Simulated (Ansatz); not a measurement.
## What a trial cell of CaPtW3 relaxes into

Level of theory: DFT PBE, scalar-relativistic, plane waves, PAW (Ansatz 0.2.0). Cutoff 420 eV, Γ-centred k mesh, Gaussian smearing, no spin polarisation in the final step.

This is the end of a relaxation of cell and atoms.

```xyz
5
Lattice="4.8810 0.0000 0.0000 0.0000 4.8810 0.0000 0.0000 0.0000 4.8810" Properties=species:S:1:pos:R:3 pbc="T T T"
Ca    0.0000    0.0000    0.0000
Pt    2.4405    2.4405    2.4405
W     0.0000    2.4405    2.4405
W     2.4405    0.0000    2.4405
W     2.4405    2.4405    0.0000
```

Formation energies are uncorrected and refer to the elements' standard structures at the same level.

Problem. What space group does it have?

Solution. Pm-3m (No. 221). Conventional cell: a = 4.881 Å. Around Ca lie 12 W at 3.45 Å; around Pt lie 6 W at 2.44 Å; around W lie 2 Pt at 2.44 Å.

Problem. How far does it lie from the elements in energy?

Solution. 1.80 eV/atom.

Problem. Is it a metal?

Solution. Yes, bands cross the Fermi level on the 8×8×8 mesh.

The final run used a 8×8×8 mesh on its 5-atom cell and 0.10 eV smearing. The k mesh leaves about 4 meV/atom of noise in metals. Spin–orbit coupling is left out. The cell came from a trial start, so CaPtW3 may not exist in this structure.

Cost: 3 runs of about 1.1 core-minutes in all, on Arm Neoverse V1 (shared hosts).